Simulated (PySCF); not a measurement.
CH3SiH3, optimised at B3LYP/6-31G*:

```xyz
8

C     -1.0027    -0.0849     0.0139
Si     0.8799     0.0688    -0.0243
H     -1.4416     0.6391     0.7093
H     -1.3083    -1.0872     0.3338
H     -1.4316     0.0976    -0.9776
H      1.2918     1.4326    -0.4596
H      1.4732    -0.9168    -0.9706
H      1.4596    -0.1799     1.3251
```

Computed with PySCF (xtb for GFN2) and rigid-rotor harmonic-oscillator thermochemistry at 1 bar. 6-31G* has spherical d functions here. All species are closed-shell singlets. B3LYP is the form with VWN-RPA correlation.

Q: List the harmonic frequencies (cm⁻¹, unscaled) at this level and at the other levels, each on its own geometry.

A: 
- B3LYP/6-31G*: 192, 520, 520, 689, 903, 903, 950, 961, 961, 1332, 1498, 1498, 2239, 2243, 2243, 3053, 3129, 3129
- GFN2-xTB: 160, 510, 510, 747, 789, 789, 799, 836, 836, 1373, 1491, 1491, 2253, 2253, 2261, 3034, 3034, 3039
- HF/6-31G*: 194, 563, 563, 724, 971, 971, 1040, 1045, 1045, 1454, 1608, 1608, 2359, 2359, 2372, 3193, 3265, 3265
- PBE/def2-SVP: 202, 498, 498, 681, 850, 850, 899, 918, 918, 1219, 1387, 1387, 2158, 2163, 2163, 2981, 3083, 3083
- PBE0/def2-TZVP: 197, 514, 514, 706, 879, 879, 936, 952, 952, 1278, 1453, 1453, 2219, 2220, 2220, 3055, 3141, 3141
